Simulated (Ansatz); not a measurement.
Computed with Ansatz on PBE0-D4/def2-TZVP structures; ΔE is electronic, products minus reactants. CBS: MP2 limit from def2 TZ/QZ plus the TZ coupled-cluster correction, frozen cores. One conformer a species, not always the lowest.

Reaction (isomerisation): `O[C@@H]1C[C@@H]1O` → `OCC1CO1`

```csv
species,HF/def2-TZVPP energy (Eh)
`O[C@@H]1C[C@@H]1O`,-266.87815
`OCC1CO1`,-266.87575
```

Q: Work out ΔE.

A: ΔE = (-266.87575) − (-266.87815) = 0.00240 Eh = +1.5 kcal/mol. CCSD(T)/CBS gives +2.6 kcal/mol.

Largest T1 diagnostic among the species: 0.011.

From PBE to PBE0 (25 % exact exchange), in def2-TZVPP and without D4, ΔE moves by +1.2 kcal/mol. In def2-TZVPP, CCSD(T) changes the Hartree–Fock value by +0.8 kcal/mol (the triples alone add −0.2 kcal/mol) and MP2 by +1.3 kcal/mol.
